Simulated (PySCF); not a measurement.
**Gas-phase XPS of `[PH-]c1ccoc1`, computed**

Species: C4H4OP (charge -1).
Z-matrix (Å and degrees, GFN2-xTB geometry), rows numbered from 1:
```
P 
C   1  1.7698
C   2  1.4324  1  126.04
C   3  1.3534  2  107.02  1   179.99
O   4  1.3493  3  111.52  2     0.00
C   2  1.3720  1  129.62  3   179.99
H   1  1.3730  2   93.40  3  -179.96
H   3  1.0735  2  126.01  1     0.02
H   4  1.0767  3  132.05  2  -179.98
H   6  1.0725  2  131.86  1    -0.01
```

Method: PySCF 2.14.0, delta-SCF UKS SCAN, pcX-2 on the ionised atom, pcseg-1 elsewhere, spin-free X2C. Vertical ΔSCF values, vacuum level as zero.

**Question.** What binding energy does each computed site have?

**Answer.** 
| atom(s) | environment | level | binding energy (eV) | 2p1/2 (eV) | above the level's lowest (eV) | count |
| --- | --- | --- | --- | --- | --- | --- |
| P1 | phosphorus bonded to C and H | P 1s | 2142.36 | – | 0.00 | 1 |
| O5 | furan-type oxygen | O 1s | 534.68 | – | 0.00 | 1 |
| C6 | aromatic CH next to a ring oxygen | C 1s | 285.50 | – | +0.43 | 1 |
| C3 | aromatic CH carbon | C 1s | 285.36 | – | +0.29 | 1 |
| C2 | substituted aromatic carbon | C 1s | 285.07 | – | 0.00 | 1 |
| P1 | phosphorus bonded to C and H | P 2p3/2 | 128.89 | 129.78 | 0.00 | 1 |

Lowest listed C 1s: C2, bonded to 2 C (aromatic in the SMILES) and P. Highest, 0.43 eV above it: C6, bonded to O (aromatic in the SMILES), C (aromatic in the SMILES) and H. Summing the Pauling electronegativity differences to the bonded atoms, each weighted by its formal bond order, gives -0.36 for the lowest site and +0.99 for the highest; no listed site has a larger sum than the highest.

**Question.** Which effective nuclear charge Zeff reproduces each element's mean 1s value in the hydrogen-like formula E = 13.606 eV × Zeff²?

**Answer.** C (Z = 6): mean 285.3 eV, Zeff = 4.58, Z − Zeff = 1.42; O (Z = 8): mean 534.7 eV, Zeff = 6.27, Z − Zeff = 1.73; P (Z = 15): mean 2142.4 eV, Zeff = 12.55, Z − Zeff = 2.45. Means run over the listed sites, weighted by atom count.

**Question.** What is the C 1s shift of C6 against C3?

**Answer.** 285.50 − 285.36 = +0.14 eV, or +14 kJ/mol.

The list is incomplete; no value stands for C 1s of C4 (hole states with ⟨S²⟩ of 1 or more are left out). Spin contamination (⟨S²⟩ against 0.75 for a pure doublet) is marked for C 1s of C2 (0.89), which makes this value less certain. 2p3/2 and 2p1/2 are the ΔSCF energy of one spin-free 2p hole plus the eigenvalues of a spin–orbit and ligand-field matrix of the shell. 2p1/2 minus 2p3/2 (ligand field included): P 0.89 eV. The species carries charge -1, so core ionisation leaves a neutral species. The basis sets have no added diffuse functions. The structure is a single GFN2-xTB conformer in the gas phase; no vibrational or solvent corrections.
